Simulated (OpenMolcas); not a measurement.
# OH (SMILES [OH]), step by step

We compute the energy (doublet OH, ROHF/ANO-S-MB), then the vertical excitations (doublet OH, CASSCF(5,4)/ANO-S-VDZ), then the excited states (doublet OH, CASPT2(5,4)/ANO-S-VDZ), then a single-point energy (quartet OH, CASPT2(5,4)/ANO-S-VDZ) of HO. 

Program for the calculation: OpenMolcas 26.06.

## 1. The structure to begin with

OH has 2 atoms, charge 0, and is taken as a doublet. As SMILES, `[OH]`. Geometry: relaxed at GFN2-xTB.

Bond lengths: O1–H2 0.963 Å.

## 2. The energy at ROHF/ANO-S-MB (run 1)

step1.input reads:

```
* HO Hartree-Fock

&GATEWAY
  COORD
  2
  bohr
  O      0.77813253    -0.24912260     0.40143452
  H     -0.77813253     0.24912260    -0.40143452
  BASIS = ANO-S-MB
  GROUP = NoSym

&SEWARD

&SCF
  UHF
  SPIN = 2
  PRORBITALS = 1 1

&RASSCF
  FILEORB = $Project.UnaOrb
  SPIN = 2
  NACTEL = 1 0 0
  INACTIVE = 4
  RAS2 = 1
  OUTORBITALS = Canonical
  ORBLISTING = Nothing
```

On the command line:

```bash
$ export MOLCAS_MEM=1860
$ pymolcas step1.input > step1.log
```

Log:

```text
--- Start Module: gateway ---
[...]
--- Stop Module: gateway /rc=_RC_ALL_IS_WELL_ ---
[...]
      Basis functions            6
[...]
--- Start Module: scf ---
[...]
       Convergence after   8 Iterations
[...]
::    Total SCF energy                                -75.3323896467
[...]
      Total spin, S                                     0.5011498472
[...]
--- Stop Module: scf /rc=_RC_ALL_IS_WELL_ ---
[...]
--- Start Module: rasscf ---
[...]
      Number of active orbitals                  1
[...]
      Spin quantum number                      0.5
[...]
      Active orbitals                            1
[...]
      Number of CSFs                             1
[...]
      Number of root(s) required                 1
[...]
      Convergence after  5 iterations
[...]
      printout of CI-coefficients larger than  0.05 for root  1
      energy=     -75.331564
      conf/sym  1     Coeff  Weight
             1  u   1.00000 1.00000
      Natural orbitals and occupation numbers for root  1
      sym 1:   1.000000
      ************************************************************************************************************************
      *                                                    Final results                                                     *
[...]
::    RASSCF root number  1 Total energy:    -75.33156361
[...]
      Total electronic charge=    9.000000
      Total            charge=   -0.000000
[...]
      Dipole Moment (debye):
      Origin of the operator (angstrom)=    0.3630   -0.1162    0.1872
                   X= -1.4575E+00               Y=  4.6663E-01               Z= -7.5192E-01           Total=  1.7051E+00
      Quadrupole Moment (debye*angstrom):
[...]
--- Stop Module: rasscf /rc=_RC_ALL_IS_WELL_ ---
[...]
```

Wall time 4.2 s (1 thread of AMD EPYC 7R43 (Zen 3), shared host); peak memory 0.37 GiB.

## 3. The excited states at CASSCF(5,4)/ANO-S-VDZ (3 states averaged) (run 2)

step2.inp reads:

```
>>> EXPORT MOLCAS_PRINT=2

&GATEWAY
  Coord
  2
  bohr
  O      0.77813253    -0.24912260     0.40143452
  H     -0.77813253     0.24912260    -0.40143452
  Basis=ANO-S-MB
  Group=NoSym

&SEWARD

&RASSCF
  FileOrb=$CurrDir/step1.RasOrb
  Spin=2
  Nactel=5 0 0
  Inactive=2
  Ras2=4
  CIRoot=3 3 1
  OrbListing=Nothing
>>> COPY $Project.RunFile RUNFIL1
>>> COPY $Project.RasOrb INPORB

&GATEWAY
  Coord
  2
  bohr
  O      0.77813253    -0.24912260     0.40143452
  H     -0.77813253     0.24912260    -0.40143452
  Basis=ANO-S-VDZ
  Group=NoSym

&SEWARD
>>> COPY $Project.RunFile RUNFIL2

&EXPBAS

&RASSCF
  FileOrb=$Project.ExpOrb
  Spin=2
  Nactel=5 0 0
  Inactive=2
  Ras2=4
  CIRoot=3 3 1
  OrbListing=Nothing
  OrbAppear=Compact
```

On the command line:

```bash
$ export MOLCAS_MEM=1860
$ pymolcas step2.inp > step2.log
```

Log, shortened:

```text
--- Start Module: gateway ---
[...]
--- Stop Module: gateway /rc=_RC_ALL_IS_WELL_ ---
[...]
      Basis functions            6
[...]
      Number of active orbitals                  4
[...]
      Spin quantum number                      0.5
[...]
      Active orbitals                            4
[...]
      Number of CSFs                            20
[...]
      Number of root(s) required                 3
[...]
      Convergence after  7 iterations
[...]
      printout of CI-coefficients larger than  0.05 for root  1
      energy=     -75.342641
      conf/sym  1111     Coeff  Weight
             3  2u20  -0.99610 0.99221
            20  0u22  -0.08426 0.00710
[...]
      Natural orbitals and occupation numbers for root  1
      sym 1:   1.985657   1.000000   1.999279   0.015063
      Natural orbitals and occupation numbers for root  2
      sym 1:   1.985657   1.999279   1.000000   0.015063
      Natural orbitals and occupation numbers for root  3
      sym 1:   1.000860   1.997884   1.997884   0.003372
      ************************************************************************************************************************
      *                                                    Final results                                                     *
[...]
::    RASSCF root number  1 Total energy:    -75.34264064
::    RASSCF root number  2 Total energy:    -75.34264064
::    RASSCF root number  3 Total energy:    -75.18049376
[...]
      Basis functions           11
[...]
--- Start Module: expbas ---
[...]
      Convergence after 11 iterations
[...]
      Natural orbitals and occupation numbers for root  1
      sym 1:   1.980322   1.000000   1.999747   0.019932
      Natural orbitals and occupation numbers for root  2
      sym 1:   1.980322   1.999747   1.000000   0.019932
      Natural orbitals and occupation numbers for root  3
      sym 1:   1.001071   1.998406   1.998406   0.002116
      ************************************************************************************************************************
      *                                                    Final results                                                     *
[...]
::    RASSCF root number  1 Total energy:    -75.39406030
::    RASSCF root number  2 Total energy:    -75.39406030
::    RASSCF root number  3 Total energy:    -75.21930384
[...]
      Total electronic charge=    9.000000
      Total            charge=   -0.000000
[...]
```

Wall time 8.4 s (1 thread of AMD EPYC 7R43 (Zen 3), shared host); peak memory 0.37 GiB.

## 4. The vertical excitations at CASPT2(5,4)/ANO-S-VDZ (ipea shift 0.25 Eh, pt2 variant MS, 3 states averaged) (run 3)

step3.inp reads:

```
&GATEWAY
 Coord
 2
 bohr
 O      0.77813253    -0.24912260     0.40143452
 H     -0.77813253     0.24912260    -0.40143452
 Basis=ANO-S-VDZ
 Group=NoSym

&SEWARD

&RASSCF
 FileOrb=$CurrDir/step2.RasOrb
 Spin=2
 Nactel=5 0 0
 Inactive=2
 Ras2=4
 CIRoot=3 3 1
 OrbListing=Nothing
 OrbAppear=Compact

&CASPT2
 Multistate=all
 Imaginary=0.2

&RASSI
 NrOfJobIphs=1 all
 IphNames
 JOBMIX
 EJob
```

On the command line:

```bash
$ export MOLCAS_MEM=1860
$ pymolcas step3.inp > step3.log
```

Log, shortened:

```text
--- Start Module: gateway ---
[...]
--- Stop Module: gateway /rc=_RC_ALL_IS_WELL_ ---
[...]
      Basis functions           11
[...]
      Number of active orbitals                  4
[...]
      Spin quantum number                      0.5
[...]
      Active orbitals                            4
[...]
      Number of CSFs                            20
[...]
      Number of root(s) required                 3
[...]
      Convergence after  4 iterations
[...]
      printout of CI-coefficients larger than  0.05 for root  1
      energy=     -75.394060
      conf/sym  1111     Coeff  Weight
             3  2u20   0.99489 0.98981
            20  0u22   0.09812 0.00963
[...]
      Natural orbitals and occupation numbers for root  1
      sym 1:   1.980322   1.000000   1.999747   0.019932
      Natural orbitals and occupation numbers for root  2
      sym 1:   1.980322   1.999747   1.000000   0.019932
      Natural orbitals and occupation numbers for root  3
      sym 1:   1.001071   1.998406   1.998406   0.002116
      ************************************************************************************************************************
      *                                                    Final results                                                     *
[...]
::    RASSCF root number  1 Total energy:    -75.39406025
::    RASSCF root number  2 Total energy:    -75.39406025
[...]
      Total electronic charge=    9.000000
      Total            charge=   -0.000000
[...]
      Dipole Moment (debye):
      Origin of the operator (angstrom)=    0.3630   -0.1162    0.1872
                   X= -1.9755E+00               Y=  6.3246E-01               Z= -1.0191E+00           Total=  2.3111E+00
      Quadrupole Moment (debye*angstrom):
[...]
::    MS-CASPT2 Root  3     Total energy:    -75.30563028
[...]
::    RASSI State    1     Total energy:     -75.46371764877594
::    RASSI State    2     Total energy:     -75.46371764652601
::    RASSI State    3     Total energy:     -75.30563027638250
[...]
  SPIN-FREE ENERGIES:
  (Shifted by EMIN (a.u.) =        -75.4637176488)
 SF State       Relative EMIN(au)   Rel lowest level(eV)    D:o, cm**(-1)
     1             0.0000000000        0.0000000000              0.0000
     2             0.0000000022        0.0000000612              0.0005
     3             0.1580873724        4.3017765508          34696.1678
[...]
--- Stop Module: rassi /rc=_RC_ALL_IS_WELL_ ---
[...]
```

It took 4.8 s on 1 thread of AMD EPYC 7R43 (Zen 3), shared host; peak memory 0.37 GiB.

## 5. The quartet: the energy at CASPT2(5,4)/ANO-S-VDZ (ipea shift 0.25 Eh, pt2 variant SS) (run 4)

step4.inp reads:

```
>>> EXPORT MOLCAS_PRINT=2

&GATEWAY
  Coord
  2
  angstrom
  O        0.411770      -0.131830       0.212430
  H       -0.411770       0.131830      -0.212430
  Basis=ANO-S-VDZ
  Group=NoSym

&SEWARD

&RASSCF
  FileOrb=$CurrDir/step2.RasOrb
  Spin=4
  Nactel=5 0 0
  Inactive=2
  Ras2=4
  OrbListing=Nothing
  OrbAppear=Compact

&CASPT2
  Imaginary=0.2

&RASSI
  NrOfJobIphs=1 all
  IphNames
  JOBMIX
  EJob
```

On the command line:

```bash
$ export MOLCAS_MEM=1860
$ pymolcas step4.inp > step4.log
```

Log:

```text
--- Start Module: gateway ---
[...]
--- Stop Module: gateway /rc=_RC_ALL_IS_WELL_ ---
[...]
      Basis functions           11
[...]
      Number of active orbitals                  4
[...]
      Spin quantum number                      1.5
[...]
      Active orbitals                            4
[...]
      Number of CSFs                             4
[...]
      Number of root(s) required                 1
[...]
      Convergence after 11 iterations
[...]
      printout of CI-coefficients larger than  0.05 for root  1
      energy=     -75.139791
      conf/sym  1111     Coeff  Weight
             1  2uuu   1.00000 1.00000
      Natural orbitals and occupation numbers for root  1
      sym 1:   2.000000   1.000000   1.000000   1.000000
      ************************************************************************************************************************
      *                                                    Final results                                                     *
[...]
::    RASSCF root number  1 Total energy:    -75.13979053
[...]
      Total electronic charge=    9.000000
      Total            charge=   -0.000000
[...]
      Dipole Moment (debye):
      Origin of the operator (angstrom)=    0.3630   -0.1162    0.1872
                   X=  1.5516E+00               Y= -4.9674E-01               Z=  8.0044E-01           Total=  1.8152E+00
      Quadrupole Moment (debye*angstrom):
[...]
--- Start Module: caspt2 ---
[...]
      E2 (Variational):          -0.0515452097
      Total energy:             -75.1913357381
[...]
      Reference weight:           0.98154
[...]
::    CASPT2 Root  1     Total energy:    -75.19133574
[...]
--- Stop Module: caspt2 /rc=_RC_ALL_IS_WELL_ ---
--- Start Module: rassi ---
[...]
 ###    WARNING: EJOB used when HEFF is available, possible                  ###
 ###    extra interaction between states is ignored!                         ###
 ###############################################################################
[...]
::    RASSI State    1     Total energy:     -75.19133573806495
[...]
  SPIN-FREE ENERGIES:
  (Shifted by EMIN (a.u.) =        -75.1913357381)
 SF State       Relative EMIN(au)   Rel lowest level(eV)    D:o, cm**(-1)
     1             0.0000000000        0.0000000000              0.0000
[...]
--- Stop Module: rassi /rc=_RC_ALL_IS_WELL_ ---
[...]
```

Run time: 3.9 s. Hardware: 1 thread of AMD EPYC 7R43 (Zen 3), shared host; peak memory 0.37 GiB.

## 6. The series

```
run                                                                          level     task      active rule     partner  energy (Eh)  dipole moment (D) of the reference  wall time
  1                                                                  ROHF/ANO-S-MB   energy                –        base   -75.331564                                1.71      4.2 s
  2                                      CASSCF(5,4)/ANO-S-VDZ (3 states averaged)  excited  frontier window        base   -75.394060                                1.92      8.4 s
  3  CASPT2(5,4)/ANO-S-VDZ (ipea shift 0.25 Eh, pt2 variant MS, 3 states averaged)  excited  frontier window        base   -75.463718                                1.92      4.8 s
  4                     CASPT2(5,4)/ANO-S-VDZ (ipea shift 0.25 Eh, pt2 variant SS)   energy  frontier window  other spin   -75.191336                                1.82      3.9 s
```

## 7. Summary of results

| quantity | value |
| --- | --- |
| quartet: total energy | -75.19134 Eh |
| quartet: dipole moment (CASSCF density) | 1.82 D |

What this shows: In run 1 the basis is minimal, so the values are rough. All runs together took 21 s, the longest 8.4 s.
